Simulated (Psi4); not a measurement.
# CH6BO− (SMILES [BH3-]OC), step by step

Wanted: a geometry optimisation (MP2/pcseg-1), then the harmonic vibrations of CH6BO−. 

The results are computed with Psi4 1.11.

## Step 1: The molecule

The species is CH6BO− (9 atoms), meant as a singlet with charge -1. As SMILES, `[BH3-]OC`. The coordinates come from a GFN2-xTB relaxation. The run starts from this shape.

Bond lengths: B1–O2 1.521 Å, O2–C3 1.363 Å, B1–H4 1.235 Å, B1–H5 1.212 Å, B1–H6 1.235 Å, C3–H7 1.111 Å, C3–H8 1.105 Å, C3–H9 1.111 Å. Some angles: B1–O2–C3 113.1°, O2–B1–H4 110.1°, O2–B1–H5 106.6°, O2–B1–H6 110.0°, O2–C3–H7 112.8°, O2–C3–H8 109.6°, O2–C3–H9 112.8°, H4–B1–H5 110.7°, H4–B1–H6 108.7°, H5–B1–H6 110.7°.

## Step 2: A geometry optimisation at MP2/pcseg-1 (density fitting, density fitting for correlation) (run 1)

The input, ch6bo.inp:

```
memory 1600 MB

molecule m {
  -1 1
  B
  O 1 R2
  C 2 R3 1 A3
  H 1 R4 2 A4 3 D4
  H 1 R5 4 A5 2 D5
  H 1 R6 5 A6 4 D6
  H 3 R7 2 A7 1 D7
  H 3 R8 7 A8 2 D8
  H 3 R9 8 A9 7 D9

  R2 = 1.52103
  R3 = 1.362941
  A3 = 113.11157
  R4 = 1.234691
  A4 = 110.08357
  D4 = -59.75309
  R5 = 1.211925
  A5 = 110.71189
  D5 = 117.64104
  R6 = 1.235331
  A6 = 110.685
  D6 = -120.6242
  R7 = 1.111157
  A7 = 112.76594
  D7 = 60.9009
  R8 = 1.105395
  A8 = 107.63025
  D8 = -121.04736
  R9 = 1.110614
  A9 = 107.68746
  D9 = 113.99973
  units angstrom
  symmetry c1
}

set geom_maxiter 60
set freeze_core true

e_tot = optimize("mp2/pcseg-1")
```

Launch:

```bash
$ psi4 ch6bo.inp ch6bo.out -n 1
```

ch6bo.out:

```text
[...]
  Running in c1 symmetry.
[...]
  Nuclear repulsion =   75.159507723389666
[...]
  Multiplicity = 1
[...]
  Nalpha       = 13
  Nbeta        = 13
[...]
    Number of basis functions: 72
[...]
   @DF-RHF iter   1:  -140.72904290619982   -7.81378e-01   6.57826e-03 DIIS/ADIIS
[...]
   @DF-RHF iter  10:  -140.86336285117667   -1.98952e-13   7.92053e-11 DIIS
[...]
    Orbital Energies [Eh]
    ---------------------
    Doubly Occupied:
       1A    -20.286712     2A    -11.079334     3A     -7.334152
       4A     -1.117762     5A     -0.718301     6A     -0.496220
       7A     -0.423639     8A     -0.408310     9A     -0.357352
      10A     -0.256747    11A     -0.252592    12A     -0.191358
      13A     -0.162156
[...]
  @DF-RHF Final Energy:  -140.86336285117667
   => Energetics <=
    Nuclear Repulsion Energy =             74.8289333339582186
    One-Electron Energy =                -345.2153242165579172
    Two-Electron Energy =                 129.5230280314230242
    Total Energy =                       -140.8633628511766744
[...]
 Multipole Moments:
 ------------------------------------------------------------------------------------
     Multipole            Electronic (a.u.)      Nuclear  (a.u.)        Total (a.u.)
 ------------------------------------------------------------------------------------
 L = 1.  Multiply by 2.5417464519 to convert [e a0] to [Debye]
 Dipole X            :          0.0012732           -0.0001258            0.0011475
 Dipole Y            :          1.5258978           -2.5484579           -1.0225601
 Dipole Z            :          2.3211887           -0.5770759            1.7441128
 Magnitude           :                                                    2.0217714
[...]
  -Total Gradient:
     Atom            X                  Y                   Z
    ------   -----------------  -----------------  -----------------
       1        0.000063554422    -0.000012458516     0.000011023976
       2       -0.000144475327     0.000026164315    -0.000034447977
       3       -0.000002402722    -0.000062164290     0.000000290052
       4       -0.000024826659    -0.000010481169    -0.000021542598
       5        0.000019983008    -0.000008843223    -0.000012539687
       6        0.000015951091     0.000042529011     0.000046696362
       7        0.000016833640    -0.000008640926     0.000005151272
       8        0.000024576860     0.000005064807     0.000003088067
       9        0.000030805686     0.000028829992     0.000002280533
[...]
    Final optimized geometry and variables:
    Molecular point group: c1
    Full point group: C1
    Geometry (in Angstrom), charge = -1, multiplicity = 1:
    B
    O             1          R2
    C             2          R3      1          A3
    H             1          R4      2          A4      3          D4
    H             1          R5      4          A5      2          D5
    H             1          R6      5          A6      4          D6
    H             3          R7      2          A7      1          D7
    H             3          R8      7          A8      2          D8
    H             3          R9      8          A9      7          D9
    A3        =  112.5826406838
[...]
```

On the terminal:

```text
Optimizer: Optimization complete!
```

It took 16 s on 1 thread of AMD EPYC 7R43 (Zen 3), shared host; peak memory 0.23 GiB.

Step by step:

| step | energy from the first frame kept (eV) | largest force (eV/Å) |
| --- | --- | --- |
| 0 | 0.0000 | 0.8408 |
| 1 | -0.0176 | 0.2451 |
| 2 | -0.0194 | 0.1064 |
| 3 | -0.0197 | 0.0111 |
| 4 | -0.0196 | 0.0078 |

After the run. Bond lengths: B1–O2 1.508 Å, O2–C3 1.384 Å, B1–H4 1.250 Å, B1–H5 1.234 Å, B1–H6 1.250 Å, C3–H7 1.109 Å, C3–H8 1.103 Å, C3–H9 1.109 Å. Some angles: B1–O2–C3 112.6°, O2–B1–H4 110.5°, O2–B1–H5 107.8°, O2–B1–H6 110.5°, O2–C3–H7 112.8°, O2–C3–H8 109.8°, O2–C3–H9 112.8°, H4–B1–H5 110.1°, H4–B1–H6 107.9°, H5–B1–H6 110.1°.

## Step 3: Vibrational wavenumbers at MP2/pcseg-1 (density fitting, density fitting for correlation) (run 2)

The input, ch6bo.in:

```
memory 1600 MB

molecule mol {
  -1 1
  B     -0.325944     0.870381    -0.775500
  O      0.513384    -0.367991    -0.584995
  C      0.388480    -0.904462     0.684318
  H     -1.534305     0.614181    -0.582842
  H     -0.156688     1.267458    -1.931217
  H      0.013341     1.757993     0.036792
  H     -0.652716    -1.199868     0.924354
  H      1.019171    -1.805256     0.772879
  H      0.699179    -0.198528     1.480573
  units angstrom
  symmetry c1
}

set {
  basis pcseg-1
  t 400.0
  freeze_core true
  rotational_symmetry_number 1
}

result, w = frequencies("mp2", return_wfn=True)
```

Launch:

```bash
$ psi4 -n 1 ch6bo.in ch6bo.out
```

ch6bo.out, shortened:

```text
[...]
  Running in c1 symmetry.
[...]
  Nuclear repulsion =   74.828939572940058
[...]
  Multiplicity = 1
[...]
  Nalpha       = 13
  Nbeta        = 13
[...]
    Number of basis functions: 72
[...]
   @DF-RHF iter   1:  -140.73079530732824   -8.19629e-01   6.53284e-03 DIIS/ADIIS
[...]
   @DF-RHF iter  14:  -140.86338199931566   -1.98952e-13   5.46241e-11 DIIS
[...]
  @DF-RHF Final Energy:  -140.86338199931566
   => Energetics <=
    Nuclear Repulsion Energy =             74.8334346954941338
    One-Electron Energy =                -345.2243691998213535
    Two-Electron Energy =                 129.5275525050115561
    Total Energy =                       -140.8633819993156635
[...]
 Multipole Moments:
 ------------------------------------------------------------------------------------
     Multipole            Electronic (a.u.)      Nuclear  (a.u.)        Total (a.u.)
 ------------------------------------------------------------------------------------
[...]
  -Total Gradient:
     Atom            X                  Y                   Z
    ------   -----------------  -----------------  -----------------
       1       -0.000052273417    -0.000024765148    -0.000018990329
       2        0.000053599827     0.000274735367     0.000135270537
       3        0.000142803847     0.000368029792     0.000418543994
       4        0.000005242036     0.000028108807     0.000014850767
       5       -0.000027491022    -0.000000506286    -0.000002218415
       6        0.000028008787    -0.000048486445    -0.000042729654
       7       -0.000011188713    -0.000032003361    -0.000008476388
       8        0.000008269404    -0.000072686113     0.000196620387
       9       -0.000146970750    -0.000492426613    -0.000692870897
[...]
  ==> Harmonic Vibrational Analysis <==
[...]
  Freq [cm^-1]                 181.8187            245.4029            372.1474
[...]
  IR activ [km/mol]             1.3684              1.2915             12.9353
[...]
  Freq [cm^-1]                 829.0033            974.8793            991.0287
[...]
  IR activ [km/mol]            61.5535             61.4677             35.5163
[...]
  Freq [cm^-1]                1222.9588           1240.1878           1254.4707
[...]
  Freq [cm^-1]                1502.0487           1511.0470           1543.7720
[...]
  Freq [cm^-1]                2270.0141           2294.9646           2406.2226
[...]
  Freq [cm^-1]                2963.7208           3007.7268           3069.8332
[...]
```

The script printed:

```text
Warning: used thermodynamics relations inappropriate for low-frequency modes: ['181.8187' '245.4029' '372.1474']
```

Wall time 1.9 min (1 thread of AMD EPYC 7R43 (Zen 3), shared host); peak memory 0.23 GiB.

## Step 4: Results

```
                                                                  quantity             value
                               run 1, MP2/pcseg-1: total energy at the end     -141.31376 Eh
           run 1, MP2/pcseg-1: correlation energy (3 core orbitals frozen)        -450.4 mEh
                                    run 2, MP2/pcseg-1: correlation energy        -450.4 mEh
                            run 2, MP2/pcseg-1: lowest harmonic wavenumber          182 cm⁻¹
                           run 2, MP2/pcseg-1: highest harmonic wavenumber         3070 cm⁻¹
                                     run 2, MP2/pcseg-1: zero-point energy      188.2 kJ/mol
run 2, MP2/pcseg-1: ideal-gas entropy at 400 K (symmetry number 1 as used)  70.6 cal/(mol K)
```

What this shows: The optimisation (run 1, MP2/pcseg-1) took 5 steps and changed the energy by -0.020 eV. All 21 modes (run 2, MP2/pcseg-1) are real, so the shape is a minimum at this level.
